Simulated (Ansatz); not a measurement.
# H₃Si (charge -1), SMILES [SiH3-]: a test of scalar relativity

Program: Ansatz's Python interface.

`h3si.xyz`
```text
4

Si   -0.00210    0.00050    0.38520
H    -0.56110    1.27490   -0.13300
H     1.38590   -0.15120   -0.12050
H    -0.82260   -1.12420   -0.13160
```

The cells in order, each with its output:

```python
import ansatz as az
import numpy as np
```

```python
h3si = az.Crystal.molecule_from_extxyz("h3si.xyz")
```

```python
calculation = h3si.calculation().functional("pbe0", dispersion="d4").charge(-1).forces()
# a set contracted for a scalar-relativistic Hamiltonian goes with the relativistic run
sets = {"none": "cc-pVTZ", "scalar": "cc-pVTZ-DK"}
found = {kind: calculation.basis(gaussian=basis).pseudopotentials(relativity=kind).run(threads=1, pin="off").report for kind, basis in sets.items()}
for kind, each in found.items():
    dipole = 4.803205 * np.linalg.norm(each["charge_distribution"]["dipole_moment_e_ang"])
    print(f"{kind:7s} E = {each['free_energy_ev']:.4f} eV  dipole {dipole:.3f} D  largest force component {np.abs(each['forces_ev_ang']).max():.4f} eV/A")
print(f"relativity lowers the total energy by {found['none']['free_energy_ev'] - found['scalar']['free_energy_ev']:.3f} eV")
```

    none    E = -7922.3155 eV  dipole 1.024 D  largest force component 2.5256 eV/A
    scalar  E = -7938.8399 eV  dipole 1.010 D  largest force component 2.5395 eV/A
    relativity lowers the total energy by 16.524 eV

Caveats:
- Total energies depend on the basis set; only differences at equal settings carry meaning.
- The geometry is a force-field or estimated start, not a minimum of this method. The basis set changes with the Hamiltonian (a set recontracted for scalar relativity), and most of the change in the total lies in the cores.
- An ion's dipole depends on the origin; the program takes it about the centre of nuclear charge.
- Anions want diffuse functions, which this basis lacks.
- Finished in 1.9 s on 1 thread of Arm Neoverse V2, with other jobs on the host, peak memory 0.18 GiB.
